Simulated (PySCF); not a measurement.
**MgP and its ions**

UHF-CCSD; PySCF, no relativity, basis sets Mg cc-pVDZ, P cc-pV(D+d)Z. Neutral (UHF): quartet (σ ↑, π ↑↑), Re = 2.596 Å, ωe = 259 cm⁻¹, De = 0.18 eV.

MgP⁺ (ROHF): triplet (π ↑↑), Re = 2.513 Å, ωe = 324 cm⁻¹, De = 1.05 eV to Mg⁺ + P. The energies at the minima are -540.44353 hartree for MgP and -540.19866 for MgP⁺.

**Question.** Work out the adiabatic ionisation energy, without and with harmonic zero-point energies (1 hartree = 27.2114 eV, 1 eV = 8065.5 cm⁻¹), and the change of the bond length.

**Answer.** At CCSD: 0.24487 hartree = 6.663 eV between the minima; the zero-point term (324.0 − 259.0)/2 cm⁻¹ = +0.004 eV makes it 6.667 eV. Re changes by -8.3 pm against the neutral. The electron leaves a σ orbital, and the shorter bond of the ion fits an antibonding orbital, or a change in how ionic the bond is.

Correlated steps freeze 6 core orbitals. UHF and ROHF references stand side by side, which adds small steps between rows. Weak bonds: MgP. Basis-set superposition, not corrected here, can be much of De in a small basis, most of all at correlated wavefunction levels. For an ion De counts to the pair picked by the measured ionisation energies or electron affinities, which need not be the lowest pair at this level. States were picked by a PBE0 search and need not be the measured ground states.

Neutral and ion stand on different kinds of reference determinant, which adds to the error of the difference.
